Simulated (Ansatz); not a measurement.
Take a crystal in which K has been replaced by Li on all its sites, with the cell rescaled by a rough guess (in some cases also distorted within its space group) and nothing relaxed:

```cif
data_structure
_symmetry_space_group_name_H-M 'P 1'
_symmetry_Int_Tables_number 1
_cell_length_a 6.0443
_cell_length_b 6.0443
_cell_length_c 6.0443
_cell_angle_alpha 90.000
_cell_angle_beta 90.000
_cell_angle_gamma 90.000
_cell_volume 220.82
loop_
_atom_site_label
_atom_site_type_symbol
_atom_site_fract_x
_atom_site_fract_y
_atom_site_fract_z
_atom_site_occupancy
Li1 Li 0.00000 0.50000 0.50000 1
Li2 Li 0.50000 0.00000 0.50000 1
Li3 Li 0.50000 0.50000 0.00000 1
Cs1 Cs 0.00000 0.00000 0.00000 1
```

These are results of DFT PBEsol, scalar-relativistic, plane waves, PAW (Ansatz), not measurements.

Cutoff 420 eV; k points 8×8×8 on the computed 4-atom cell (Γ-centred); Gaussian smearing, width 0.10 eV; no spin polarisation.

Question: What pressure does the cell carry?

Answer: The pressure is -1.2 GPa (positive in compression), so the cell would contract.

Question: Is it a metal on this mesh?

Answer: Yes, a band crosses the Fermi level.

Question: What is its energy against the elements in their standard states?

Answer: +0.379 eV/atom at this unrelaxed geometry, with the elements in the same functional.

Spin-orbit coupling is left out, which matters for the bands of heavy elements.